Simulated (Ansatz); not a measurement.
Cost and result for the atomization energy of `NC(O)(F)F` (8 atoms, 7 bonds).

Total charge 0; spin multiplicity 1. The geometry is a stationary point of PBE0-D4/def2-TZVP. It is one conformer, not always the lowest. Program: Ansatz. All runs use 2 threads of an Arm Neoverse V1 on a shared host. Times are those of one run each, without the atoms' runs, and a repeat can differ threefold. Electronic energies, without spin–orbit coupling; frozen cores. CCSD(T)/CBS adds CCSD(T) − MP2 in def2-TZVPP to the MP2 limit, and its time is that of the two runs behind it. T1 = 0.011. B3LYP takes the VWN-RPA correlation (the form of Gaussian; ORCA's B3LYP/G). HSE06 is the plane-wave form, built on full-range PBE exchange.

CCSD(T)/CBS is a level of theory with its own doubt, some kJ/mol a heavy atom from the limit and from the frozen cores, so smaller differences don't rank the functionals.

```tsv
level	functions	wall time
revPBE-D4/def2-TZVPP	197	2.2 s
PBE-D4/def2-TZVPP (with forces)	197	2.7 s
BHLYP-D4/def2-TZVPP	197	2.9 s
HSE06-D4/def2-TZVPP	197	3.2 s
B3LYP-D4/def2-TZVPP (with forces)	197	3.9 s
r2SCAN-D4/def2-TZVPP (with forces)	197	5 s
CCSD(T)/def2-SVP	85	5.5 s
PBE-QIDH/def2-TZVPP	197	6 s
B97M-V/def2-TZVPP	197	8.5 s
ωB97M-V/def2-TZVPP (with forces)	197	11 s
MP2/def2-QZVPP	375	20 s
CCSD(T)/def2-TZVPP	197	2.2 min
CCSD(T)/CBS(def2)	–	2.5 min
```

Question: What atomization energy does each give, and how far from CCSD(T)/CBS? (Estimate.)

Answer: Computed: 
| level | atomization (kcal/mol) | difference from CCSD(T)/CBS | per bond |
| --- | --- | --- | --- |
| revPBE-D4/def2-TZVPP | 730.6 | 1.1 | 0.1 |
| PBE-D4/def2-TZVPP (with forces) | 759.5 | 30.0 | 4.3 |
| BHLYP-D4/def2-TZVPP | 687.6 | -41.9 | -6.0 |
| HSE06-D4/def2-TZVPP | 731.7 | 2.2 | 0.3 |
| B3LYP-D4/def2-TZVPP (with forces) | 726.5 | -3.0 | -0.4 |
| r2SCAN-D4/def2-TZVPP (with forces) | 730.7 | 1.2 | 0.2 |
| CCSD(T)/def2-SVP | 684.4 | -45.1 | -6.4 |
| PBE-QIDH/def2-TZVPP | 720.3 | -9.2 | -1.3 |
| B97M-V/def2-TZVPP | 727.4 | -2.1 | -0.3 |
| ωB97M-V/def2-TZVPP (with forces) | 734.0 | 4.5 | 0.6 |
| MP2/def2-QZVPP | 745.3 | 15.8 | 2.3 |
| CCSD(T)/def2-TZVPP | 705.7 | -23.8 | -3.4 |
| CCSD(T)/CBS(def2) | 729.5 | 0.0 | 0.0 |

At CCSD(T), def2-SVP lies −45.1 kcal/mol from the extrapolated value and def2-TZVPP −23.8 kcal/mol: correlation converges slowly with the basis, and small sets miss more of it in the bonded molecule than in its fragments. Leaving LDA and LC-ωPBE aside and taking each functional with its dispersion term where it has one, the values spread over 71.9 kcal/mol, from BHLYP-D4 to PBE-D4. LDA lies +124.4 kcal/mol from PBE without D4, its usual overbinding. From r2SCAN to r2SCAN0 (25 % exact exchange), in def2-TZVPP and without D4, the atomization energy moves by −22.6 kcal/mol: exact exchange takes away binding that semilocal exchange gives to molecules.
